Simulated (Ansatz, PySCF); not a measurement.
This PySCF input computes a SVWN5/def2-TZVPD energy:

```python
from pyscf import gto, scf, dft

mol = gto.M(
    atom='''
    N     0.00264570    0.14563947    0.02144324
    H    -0.80461872   -0.49692176   -0.06396564
    H     0.78609879   -0.52255452   -0.08613707
    ''',
    basis='def2-tzvpd',
    charge=-1,
    spin=0,
    verbose=4,
)

mf = dft.RKS(mol, xc='svwn').density_fit(auxbasis='def2-universal-jkfit')
mf.grids.level = 3
mf.conv_tol = 1e-9
mf.max_cycle = 100
mf.max_memory = 1500
mf.kernel()
if not mf.converged:
    mf = mf.newton()
    mf.kernel(mf.make_rdm1())
mf.analyze()
```

Q: Write an input for the same energy in Ansatz (a quantum-chemistry and plane-wave program) and say what it gives.

A: 
Ansatz 0.2 input:
```yaml
crystal:
  periodic: [false, false, false]
  atoms:
    - {symbol: N, position_ang: [0.00264570, 0.14563947, 0.02144324]}
    - {symbol: H, position_ang: [-0.80461872, -0.49692176, -0.06396564]}
    - {symbol: H, position_ang: [0.78609879, -0.52255452, -0.08613707]}
basis:
  gaussian:
    orbitals: def2-TZVPD
hamiltonian:
  xc: {name: SVWN5}
total_charge: -1
output: {forces: true}
```
It gives -55.45528 Eh, and PySCF -55.45532 Eh, a difference of 0.04 mEh, from the treatment of integrals and grids.
